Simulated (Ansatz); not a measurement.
F₂H₂Si, SMILES F[SiH2]F, a composite energy at a relaxed geometry

Program: Ansatz 0.2.0, Python API.

Input file `f2h2si.xyz`:
```text
5

F    -1.04980    0.51750    1.00770
Si   -0.01440   -0.00950   -0.03570
F     1.22340   -0.54530    0.77130
H    -0.53170   -1.11080   -0.81830
H     0.42230    1.07450   -0.96630
```

Run as a notebook:

In [1]:
```python
from dataclasses import dataclass
import itertools

import ansatz
from ase.data import atomic_numbers, covalent_radii
import numpy as np
```

In [2]:
```python
@dataclass(frozen=True)
class Settings:
    basis_set: str = "def2-SVP"
    xc: str = "B3LYP"
```

In [3]:
```python
opts = Settings()
```

In [4]:
```python
molecule = ansatz.Crystal.molecule_from_extxyz("f2h2si.xyz")
```

In [5]:
```python
setup = (
    molecule.calculation()
    .basis(gaussian=opts.basis_set)
    .functional(opts.xc)
)
symbols = [site.symbol for site in molecule.cartesian_sites]
start = np.array([site.position_ang for site in molecule.cartesian_sites], dtype=float)
summary = setup.relax(force_tolerance=0.01, max_steps=100).run(threads=1).report
end = np.array(summary["positions_ang"])
# pairs closer than 1.2 times the sum of covalent radii, before or after
radius = [covalent_radii[atomic_numbers[s]] for s in symbols]
span = lambda where, i, j: np.linalg.norm(where[i] - where[j])
bonded = [(i, j) for i, j in itertools.combinations(range(len(symbols)), 2) if min(span(start, i, j), span(end, i, j)) < 1.2 * (radius[i] + radius[j])]
print("pair        before    after (A)")
for i, j in bonded:
    print(f"{symbols[i]}{i}-{symbols[j]}{j}".ljust(10), f"{span(start, i, j):8.4f} {span(end, i, j):8.4f}")
```
```text
pair        before    after (A)
F0-Si1       1.5616   1.6153
Si1-F2       1.5718   1.6153
Si1-H3       1.4467   1.4787
Si1-H4       1.4939   1.4787
```

In [6]:
```python
minimum = ansatz.Crystal.molecule()
for symbol, place in zip(symbols, end):
    minimum = minimum.atom(symbol, place.tolist())
at_minimum = minimum.calculation()
# MP2 extrapolated to the basis limit, plus the small-basis difference CCSD(T) - MP2
level = lambda method, basis: at_minimum.basis(gaussian=basis).correlation(method).run(threads=1).report
small, large, cluster = level("mp2", "cc-pVDZ"), level("mp2", "cc-pVTZ"), level("ccsd_t", "cc-pVDZ")
corr = lambda each: (each["free_energy_ev"] - each["reference_energy_ev"]) / 27.211386246
mp2_limit = (27 * corr(large) - 8 * corr(small)) / 19
pieces = {"HF / cc-pVTZ": large["reference_energy_ev"] / 27.211386246, "MP2 correlation, DZ-TZ limit": mp2_limit, "CCSD(T) - MP2 / cc-pVDZ": corr(cluster) - corr(small)}
for name, value in pieces.items():
    print(f"{name:32s} {value:14.6f} Ha")
print(f"{'sum':32s} {sum(pieces.values()):14.6f} Ha")
print("T1 diagnostic", round(cluster["correlation"]["coupled_cluster"]["t1_diagnostic"], 4))
```
```text
HF / cc-pVTZ                        -489.196697 Ha
MP2 correlation, DZ-TZ limit          -0.693186 Ha
CCSD(T) - MP2 / cc-pVDZ               -0.025325 Ha
sum                                 -489.915209 Ha
T1 diagnostic 0.0123
```

What to keep in mind:
- Total energies depend on the basis set; only differences at equal settings carry meaning.
- The sum leaves out core correlation, relativity, the Hartree-Fock basis error and zero-point energy; a DZ-TZ extrapolation is rough.
- b3lyp holds the VWN-RPA fit, as in Gaussian; the form of ORCA and Turbomole is b3lyp5.
- Inner cores stay frozen, so this is valence correlation.
- For Al to Cl the sets with a tight d function, cc-pV(X+d)Z, are usual.
- An extrapolation from small basis sets is rough.
- Finished in 7.7 s on 1 thread of Arm Neoverse V2 (shared host), peak memory 0.25 GiB.
